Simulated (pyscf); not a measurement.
This saddle point was located with ωB97X-D3(BJ)/def2-SVP in PySCF.

```
C
H 1 1.0884
H 1 1.0884 2 119.82
H 1 1.0886 2 120.05 3 -172.50
O 1 1.9040 2 92.28 3 93.25
H 5 0.9781 1 119.66 2 -62.74
C 5 1.4027 6 109.60 1 -174.04
O 7 1.1769 5 121.23 6 -0.43
H 7 1.1071 8 128.88 5 179.79
O 1 2.0374 2 86.75 3 -84.44
H 10 0.9692 1 120.72 2 -51.26
H 10 0.9692 11 106.45 2 164.97
```
Charge +1, spin multiplicity 1.

Surface: singlet, charge 1. Lowest wavenumbers (cm⁻¹): 464i, 23, 71, 108, 120.

Problem. Which two sides does it connect, and which bonds change?

Solution. O=CH–OH (SMILES O=CO) + H₃C–OH₂⁺ (SMILES C[OH2+]) ⇌ H₃C–OH⁺–CH=O (SMILES C[OH+]C=O) + H₂O (SMILES O), a substitution at C read from left to right: C–O broken and C–O formed. At ωB97M-D3(BJ)/def2-TZVP it lies +10.6 kcal/mol from the left side and -2.5 kcal/mol from the right (each side as separated species at their lowest minima found). On the product side the descent ends in a bound adduct, 11.4 kcal/mol under the separated species and 9.8 kcal/mol under the saddle at ωB97X-D3(BJ)/def2-TZVP. At ωB97M-D3(BJ) the saddle lies under the separated products, which points to a path from their complex (located at ωB97X-D3(BJ) alone), and parting the products costs more than the saddle. H₃C–OH⁺–CH=O lies 22.5 kcal/mol over its isomer H₃C–O–CH=OH⁺ (electronic energy, ωB97M-D3(BJ)/def2-TZVP). One saddle was located; it need not be the lowest between these sides. The angle at the attacked C is 177°.
